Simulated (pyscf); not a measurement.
# Multi-bond step: O=SiH–OH + H₂ → O=Si=O + H₂ + H₂

Gas phase, singlet surface, charge 0. Bonds broken: Si2–H4, O3–H5, H6–H7. Bonds formed: H4–H7, H5–H6. Single points on ωB97X-D3(BJ)/def2-SVP structures (PySCF, gas phase).

Transition state (Å):

```xyz
7

O      0.2605    -0.5821    -2.2258
Si     0.2267     0.2948    -0.9833
O      0.2434     1.6596    -0.2440
H      0.1050    -0.7624     0.3564
H      0.1466     1.2029     1.1347
H      0.0816     0.6754     1.8662
H      0.0924    -0.1494     1.0734
```

One imaginary mode, 1520i cm⁻¹; descent along it reached the two sides named.

```json
[
 {"bond": "Si2–H4", "change": "breaks", "reactant side (Å)": "1.483", "saddle": "1.711", "product side": "2.382"},
 {"bond": "O3–H5", "change": "breaks", "reactant side (Å)": "0.965", "saddle": "1.456", "product side": "2.454"},
 {"bond": "H6–H7", "change": "breaks", "reactant side (Å)": "0.761", "saddle": "1.144", "product side": "2.9"},
 {"bond": "H4–H7", "change": "forms", "reactant side (Å)": "3.4", "saddle": "0.943", "product side": "0.765"},
 {"bond": "H5–H6", "change": "forms", "reactant side (Å)": "2.118", "saddle": "0.904", "product side": "0.762"}
]
```

Electronic energies relative to the separated reactants (kcal/mol):

| level | barrier | reaction energy | reverse barrier |
|---|---|---|---|
| ωB97X-D3(BJ)/def2-TZVP | 74.8 | +52.9 | 21.9 |
| PBE/def2-TZVP | 62.0 | +45.3 | 16.7 |
| r²SCAN/def2-TZVP | 66.8 | +48.7 | 18.1 |
| B3LYP-D3(BJ)/def2-TZVP | 70.4 | +49.0 | 21.5 |
| PBE0-D3(BJ)/def2-TZVP | 69.1 | +53.0 | 16.1 |
| M06-2X/def2-TZVP | 77.9 | +52.5 | 25.4 |
| ωB97M-D3(BJ)/def2-TZVP | 74.0 | +51.1 | 22.9 |
| HF/def2-TZVP | 100.3 | +60.0 | 40.3 |

With ωB97M-D3(BJ)/def2-TZVP energies and thermal terms (ideal gas, 1 atm, RRHO with modes under 100 cm⁻¹ raised to 100, one conformer, R ln 2 for chiral ones without a mode under 150 cm⁻¹), in kcal/mol:

```tsv
T (K)	ΔH‡	ΔG‡	ΔH	ΔG
298	73.5	82.2	+47.0	+40.3
600	72.4	91.6	+47.7	+33.1
900	72.2	101.2	+47.8	+25.8
1200	72.4	110.9	+47.6	+18.4
```

The same reactants have a lower exit, to HO–SiH₂–OH (barrier +18.2 kcal/mol at ωB97M-D3(BJ)/def2-TZVP, against +74.0 kcal/mol here). O=SiH–OH lies 9.8 kcal/mol over its isomer HO–Si:–OH [singlet] (electronic energy, ωB97M-D3(BJ)/def2-TZVP). One saddle was located; it need not be the lowest between these sides.
